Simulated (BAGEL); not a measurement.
# C2H2FNO (SMILES FC1=NCO1): PBE0/cc-pVDZ (density fitting with qzvpp-jkfit)

Aim: the energy change on altering one bond length of C2H2FNO at PBE0/cc-pVDZ (density fitting with qzvpp-jkfit), from 2 runs. 

The calculation is run with BAGEL 1.2.2.

## Step 1: The structure to begin with

C2H2FNO: 7 atoms, total charge 0, spin state singlet. As SMILES, `FC1=NCO1`. The coordinates come from a PBE0-D4/def2-TZVP relaxation.

Bond lengths: F1–C2 1.291 Å, C2–N3 1.270 Å, N3–C4 1.465 Å, C2–O5 1.336 Å, C4–O5 1.481 Å, C4–H6 1.089 Å, C4–H7 1.089 Å. Some angles: F1–C2–N3 132.4°, F1–C2–O5 120.4°, N3–C2–O5 107.2°, C2–N3–C4 82.4°, N3–C4–O5 90.8°, C2–O5–C4 79.6°, N3–C4–H6 114.9°, N3–C4–H7 114.9°, O5–C4–H6 110.1°, O5–C4–H7 110.1°.

## Step 2: The energy at PBE0/cc-pVDZ (density fitting with qzvpp-jkfit)

File input.json:

```json
{ "bagel": [

{
  "title": "molecule",
  "basis": "cc-pvdz.json",
  "df_basis": "qzvpp-jkfit",
  "angstrom": true,
  "geometry": [
    { "atom": "F", "xyz": [      -1.048500,      -1.965600,       0.441600 ] },
    { "atom": "C", "xyz": [      -0.514700,      -0.825600,       0.153600 ] },
    { "atom": "N", "xyz": [      -0.970200,       0.214200,      -0.416500 ] },
    { "atom": "C", "xyz": [       0.388600,       0.705700,      -0.172700 ] },
    { "atom": "O", "xyz": [       0.759400,      -0.577400,       0.468200 ] },
    { "atom": "H", "xyz": [       0.459800,       1.518100,       0.548600 ] },
    { "atom": "H", "xyz": [       0.987000,       0.862600,      -1.068600 ] }
  ]
},

{ "title": "ks", "xc_func": "pbe0" },

{ "title": "print", "file": "orbitals.molden", "orbitals": true }

]}
```

The basis set cc-pVDZ is read from a file made from the Basis Set Exchange's data (not shown).

On the command line:

```sh
$ BAGEL_NUM_THREADS=1 BAGEL input.json > input.out
```

The log of the run:

```text
* using 1 threads per process

  ===============================================================
  ===============================================================

  *** Geometry ***

  { "atom" : "F", "xyz" : [     -1.981378,     -3.714446,      0.834503 ] },
  { "atom" : "C", "xyz" : [     -0.972642,     -1.560158,      0.290262 ] },
  { "atom" : "N", "xyz" : [     -1.833412,      0.404779,     -0.787071 ] },
  { "atom" : "C", "xyz" : [      0.734348,      1.333580,     -0.326356 ] },
  { "atom" : "O", "xyz" : [      1.435058,     -1.091128,      0.884770 ] },
  { "atom" : "H", "xyz" : [      0.868896,      2.868793,      1.036704 ] },
  { "atom" : "H", "xyz" : [      1.865160,      1.630078,     -2.019361 ] },

  Number of auxiliary basis functions:      417

  Since a DF basis is specified, we compute 2- and 3-index integrals:
    o Being stored without compression. Storage requirement is 0.021 GB

  Number of basis functions:       80
  Number of electrons      :       38

    * METHOD: MOLECULE                             0.14

  *** Kohn-Sham DFT ***

    * Removing 13991 points whose weight is below 1.00e-10
    * Grid points: 90351

  === Nuclear Repulsion ===
   174.3176668426

       - DIIS with orbital gradients will be used.

  === KS iteration (pbe0 / cc-pvdz.json) ===
      0       -271.60904804          0.13760387           0.23
      1       -225.99126466          0.21192321           0.22
      2       -253.98582120          0.20730525           0.22
      3       -296.80709356          0.09616830           0.23
      4       -299.56088322          0.10952617           0.22
      5       -306.00979894          0.03816045           0.22
      6       -306.74008339          0.01432067           0.22
      7       -306.68703544          0.01819294           0.22
      8       -306.86836966          0.00254680           0.22
      9       -306.87145441          0.00097577           0.22
     10       -306.87193513          0.00031616           0.22
     11       -306.87198895          0.00005345           0.22
     12       -306.87199058          0.00001765           0.22
     13       -306.87199075          0.00000446           0.22
     14       -306.87199076          0.00000207           0.22
     15       -306.87199076          0.00000104           0.23
     16       -306.87199076          0.00000019           0.23
     17       -306.87199076          0.00000009           0.23
     18       -306.87199076          0.00000005           0.23
     19       -306.87199076          0.00000001           0.23
    * SCF iteration converged.

    * Permanent dipole moment:
           (   -0.585556,    -0.353201,    -0.047855) a.u.

    * METHOD: KS                                   4.88

    * METHOD: PRINT                                0.01

  ===============================================================
```

Wall time 5.4 s (1 thread of Arm Neoverse V2, shared host); peak memory 0.34 GiB.

## Step 3: The distorted shape

File dft.json:

```json
{ "bagel" : [

{
  "title" : "molecule",
  "basis" : "cc-pvdz.json",
  "df_basis" : "qzvpp-jkfit",
  "angstrom" : true,
  "geometry" : [
    { "atom" : "F", "xyz" : [   -1.133939,   -2.940473,   -0.423953 ] },
    { "atom" : "C", "xyz" : [   -0.600139,   -1.800473,   -0.711953 ] },
    { "atom" : "N", "xyz" : [   -1.055639,   -0.760673,   -1.282053 ] },
    { "atom" : "C", "xyz" : [    0.303161,   -0.269173,   -1.038253 ] },
    { "atom" : "O", "xyz" : [    0.673961,   -1.552273,   -0.397353 ] },
    { "atom" : "H", "xyz" : [    0.459800,    1.518100,    0.548600 ] },
    { "atom" : "H", "xyz" : [    0.901561,   -0.112273,   -1.934153 ] }
  ]
},
{
  "title" : "ks",
  "xc_func" : "pbe0"
},
{
  "title" : "print",
  "file" : "orbitals.molden",
  "orbitals" : true
}

]}
```

The basis set cc-pVDZ is read from a file made from the Basis Set Exchange's data (not shown).

On the command line:

```sh
$ BAGEL_NUM_THREADS=1 BAGEL dft.json > dft.out
```

The log of the run:

```text
* using 1 threads per process

  ===============================================================
  ===============================================================

  *** Geometry ***

  { "atom" : "F", "xyz" : [     -2.142834,     -5.556689,     -0.801155 ] },
  { "atom" : "C", "xyz" : [     -1.134098,     -3.402401,     -1.345396 ] },
  { "atom" : "N", "xyz" : [     -1.994869,     -1.437464,     -2.422729 ] },
  { "atom" : "C", "xyz" : [      0.572891,     -0.508663,     -1.962014 ] },
  { "atom" : "O", "xyz" : [      1.273602,     -2.933371,     -0.750888 ] },
  { "atom" : "H", "xyz" : [      0.868896,      2.868793,      1.036704 ] },
  { "atom" : "H", "xyz" : [      1.703703,     -0.212165,     -3.655019 ] },

  Number of auxiliary basis functions:      417

  Since a DF basis is specified, we compute 2- and 3-index integrals:
    o Being stored without compression. Storage requirement is 0.021 GB

  Number of basis functions:       80
  Number of electrons      :       38

    * METHOD: MOLECULE                             0.14

  *** Kohn-Sham DFT ***

    * Removing 12867 points whose weight is below 1.00e-10
    * Grid points: 91475

  === Nuclear Repulsion ===
   170.6935192166

       - DIIS with orbital gradients will be used.

  === KS iteration (pbe0 / cc-pvdz.json) ===
      0       -272.16156530          0.13523605           0.25
      1       -227.16674048          0.20546917           0.24
      2       -256.24277884          0.19509933           0.23
      3       -297.09198808          0.08941818           0.24
      4       -297.91087957          0.11376871           0.23
      5       -305.35083383          0.04471349           0.24
      6       -306.36161704          0.02316694           0.24
      7       -305.83791388          0.03628274           0.24
      8       -306.67954106          0.00432539           0.24
      9       -306.68503755          0.00289192           0.23
     10       -306.69080795          0.00127348           0.23
     11       -306.69242808          0.00049359           0.23
     12       -306.69257161          0.00011178           0.23
     13       -306.69257752          0.00004892           0.23
     14       -306.69257848          0.00001725           0.23
     15       -306.69257859          0.00001088           0.23
     16       -306.69257864          0.00000481           0.23
     17       -306.69257863          0.00000534           0.23
     18       -306.69257866          0.00000064           0.23
     19       -306.69257866          0.00000030           0.23
     20       -306.69257866          0.00000022           0.22
     21       -306.69257866          0.00000004           0.23
     22       -306.69257866          0.00000002           0.23
     23       -306.69257866          0.00000001           0.22
    * SCF iteration converged.

    * Permanent dipole moment:
           (   -0.416542,     0.222648,     0.232736) a.u.

    * METHOD: KS                                   5.96

    * METHOD: PRINT                                0.01

  ===============================================================
```

Run time: 6.3 s. Hardware: 1 thread of Arm Neoverse V2, shared host; peak memory 0.35 GiB.

## Step 4: Results

Level: PBE0/cc-pVDZ (density fitting with qzvpp-jkfit).

| quantity | value |
| --- | --- |
| first shape: total energy | -306.87199 Eh |
| first shape: dipole moment | 1.74 D |
| first shape: HOMO energy | -8.10 eV |
| first shape: LUMO energy | 0.96 eV |
| first shape: HOMO–LUMO gap | 9.05 eV |
| distorted shape: total energy | -306.69258 Eh |
| distorted shape: dipole moment | 1.34 D |
| distorted shape: HOMO energy | -7.60 eV |
| distorted shape: LUMO energy | -3.79 eV |
| distorted shape: HOMO–LUMO gap | 3.81 eV |
| energy change with the C4–H6 bond stretched from 1.089 to 2.395 Å | 4.882 eV |

**Reading.** One bond (distorted shape) is far stretched, which a spin-restricted single reference describes badly; a broken-symmetry solution may lie lower. With the C4–H6 bond stretched from 1.089 to 2.395 Å the energy rises by 4.88 eV (471 kJ/mol). The first shape isn't relaxed at this level, so the change isn't measured from a minimum. A restricted reference can't describe the breaking bond well at this length.
